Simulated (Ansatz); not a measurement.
The same path of C3H7N (11 atoms, charge 0, multiplicity 1) was run twice with different band settings. The coordinate that changes most is the dihedral C1–C2–C3–H9.

These are results of Ansatz 0.2.0, RKS B3LYP-D4/STO-3G, not measurements.

Relaxed end points:

```xyz
11
Properties=species:S:1:pos:R:3
C -0.349 1.436 -0.140
C 0.071 0.157 -0.117
C -0.184 -0.796 1.062
N 0.914 -0.417 -1.157
H -0.152 2.090 -0.993
H -0.893 1.866 0.703
H -0.748 -1.685 0.733
H 0.772 -1.142 1.489
H -0.760 -0.287 1.848
H 0.789 0.125 -2.051
H 0.606 -1.405 -1.356
```

```xyz
11
Properties=species:S:1:pos:R:3
C -0.858 1.085 -0.534
C 0.034 0.168 -0.116
C -0.223 -0.787 1.061
N 1.380 0.068 -0.662
H -0.646 1.752 -1.374
H -1.822 1.204 -0.035
H -1.221 -0.610 1.487
H -0.163 -1.839 0.733
H 0.533 -0.636 1.850
H 1.401 0.484 -1.629
H 1.650 -0.945 -0.761
```

Common settings: spring 5.0 eV/Å²; optimiser quadratic models (default); start path IDPP; force threshold 0.05 eV/Å; iteration limit 60; end points relaxed.

| run | movable images | climbing image |
| --- | --- | --- |
| 1 | 5 | yes |
| 2 | 3 | no |

Q: What does each run give, and how far can it be trusted?

A: Run 1: converged after 5 iterations, highest image 0.050 eV above the first end. A vibrational analysis at the climbing image gives one clearly imaginary mode, 147i cm⁻¹: a first-order saddle point.
Run 2: converged after 4 iterations, highest image 0.050 eV above the first end. No image climbed, so the highest image needn't sit at the top of the path. So few images can step over the top or miss a turn of the path.
Limits of this set-up: minimal basis.
